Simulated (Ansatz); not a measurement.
# How methods differ on SiNH3 (SMILES [N][SiH3])

SiNH3 has 5 atoms, charge 0, and is taken as a triplet. SMILES: `[N][SiH3]`. The shape is that of a GFN2-xTB optimisation.

```xyz
5

N    -1.5366    0.3343    0.4795
Si    0.0102   -0.0023   -0.0038
H     0.0649   -0.3132   -1.4454
H     0.5551   -1.1630    0.7272
H     0.9063    1.1442    0.2425
```

Quantity: the energy change with the Si2–H3 bond stretched from 1.476 to 2.951 Å, in eV. The values are calculated.

```
            level                    kind  program  value (eV)  less FCI/STO-3G  CPU time (all runs)
     UBLYP/STO-3G                     GGA   Ansatz        3.76            +0.16                  3 s
      UPBE/STO-3G                     GGA   Ansatz        3.80            +0.20                  3 s
  U-r2SCAN/STO-3G                meta-GGA   Ansatz        4.02            +0.42                 10 s
 U-r2SCAN0/STO-3G         hybrid meta-GGA   Ansatz        4.23            +0.63                 11 s
   U-wB97X/STO-3G  range-separated hybrid   Ansatz        4.40            +0.80                 17 s
UCAM-B3LYP/STO-3G  range-separated hybrid   Ansatz        4.29            +0.69                4.2 s
  UCCSD(T)/STO-3G   coupled cluster or CI   Ansatz        3.63            +0.03               0.47 s
 UCCSDT(Q)/STO-3G   coupled cluster or CI   Ansatz        3.60             0.00                1.8 s
       FCI/STO-3G      exact in the basis   Ansatz        3.60             0.00                2.6 s
```

FCI/STO-3G is exact within its basis and frozen core, so for wave-function methods in that basis the difference is their error; functionals converge differently with the basis, so for them it is only a difference. The first shape isn't each level's own minimum. The values span 3.60 to 4.40 eV. Spin contamination of the reference (⟨S²⟩ at least 0.1 too high) touches UBLYP/STO-3G, UPBE/STO-3G, U-r2SCAN/STO-3G, U-r2SCAN0/STO-3G, U-wB97X/STO-3G, UCAM-B3LYP/STO-3G, UCCSD(T)/STO-3G, UCCSDT(Q)/STO-3G. All rows use very small basis sets, so even the best lies far from the true value. Times are those of the runs behind each value, whatever else they computed, on shared processors of several kinds: orders of magnitude only.
